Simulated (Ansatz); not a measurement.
```yaml
crystal:
  periodic: [false, false, false]
  atoms:
    - {symbol: Li, position_ang: [0.791357, 0.916082, 1.063978]}
    - {symbol: Li, position_ang: [-0.772780, -0.933320, -1.105357]}
    - {symbol: F, position_ang: [0.028813, -0.032625, 0.046638]}
basis:
  gaussian: {orbitals: def2-SVPD}
total_charge: 1
magnetization: {spin_polarized: false, initial_magnetization: 2}
hamiltonian: {xc: {name: PBE}, dispersion: d3bj}
scf: {lower_state_search: off}
```

```sh
$ ansatz run in.yaml --threads 2 --pin off --events-out ev --progress --plain --max-ram 4352MiB
```

It prints (some lines left out):

```
Functional definition: PBE
483 factors; their error is unknown
mean field evaluation 1: about -3100.6627 eV, gradient 6.4e1 eV
mean field evaluation 2: about -3091.1953 eV, gradient 9.8e1 eV
mean field evaluation 4: about -3108.1711 eV, gradient 6.6e0 eV
mean field evaluation 8: about -3108.1843 eV, gradient 6.3e0 eV
mean field evaluation 16: about -3108.2538 eV, gradient 7.3e-5 eV
mean field -3108.25378714 eV, -114.2262198274 hartree, gradient 1.8e-6 eV, S^2 2.000000; 0 other end points of the search recorded, 0 dependent functions left out
reference -3108.25382566 eV, -114.2262212430 hartree; 8, 6 occupied and 39, 41 virtual orbitals, 483 factors
Total energy: -3108.27911862 eV, -114.2271507421 hartree
Checks for a lower state left out: stability, starts, cluster_reference, orbital_swaps, neighbouring_geometries, increment
```

Run time 0.5 s (2 threads of Arm Neoverse V2 on a shared host).

With spin_polarized false and unpaired electrons the run is restricted open-shell.
